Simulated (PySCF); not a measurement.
**AlC: one state, many levels of theory**

State: ⁴Σ⁻ (quartet), unpaired electrons σ ↑, π ↑↑. Set-up: Al x2c-TZVPPall, C x2c-TZVPPall; spin-free X2C with a Gaussian nucleus (PySCF 2.14). De refers to Al + C in their high-spin ground configurations, without counterpoise correction. The functionals are run spin-unrestricted. A positive dipole means Al(−)C(+).

| Level | Re (Å) | ωe (cm⁻¹) | De (eV) | μ (D) |
| --- | --- | --- | --- | --- |
| UHF | 1.971 | 648 | 2.62 | -1.06 |
| UHF-MP2 | 1.978 | 640 | 3.36 | n/a |
| UHF-SCS-MP2 | 1.976 | 642 | 3.06 | n/a |
| UHF-CCSD | 1.972 | 646 | 3.20 | n/a |
| UHF-CCSD(T) | 1.973 | 643 | 3.30 | n/a |
| PBE | 1.977 | 621 | 3.74 | -1.91 |
| r²SCAN | 1.969 | 639 | 3.64 | -1.64 |
| PBE0 | 1.967 | 638 | 3.54 | -1.76 |
| r²SCAN0 | 1.963 | 648 | 3.47 | -1.57 |
| M06 | 1.962 | 640 | 3.69 | -1.83 |
| MN15 | 1.970 | 628 | 3.67 | -1.87 |
| BHandHLYP | 1.961 | 643 | 3.13 | -1.82 |
| CAM-B3LYP | 1.963 | 638 | 3.33 | -1.89 |

The bond length runs from 1.961 Å (BHandHLYP) to 1.978 Å (UHF-MP2). De spans 2.62 eV (UHF, mean field) to 3.74 eV (PBE, GGA). Correlation at CCSD(T) changes the Hartree–Fock bond energy by +0.68 eV; the triples alone change it by +0.10 eV.

Correlated steps freeze 6 core orbitals. The CCSD T1 diagnostic is raised, a sign that a single reference may not be enough here. The state was picked by a PBE0 search and need not be the measured ground state.

The whole job (state search and all levels along the bond) took about 5.1 min on 1 thread of Intel Xeon Platinum 8488C (shared host), peak memory 1.6 GiB.
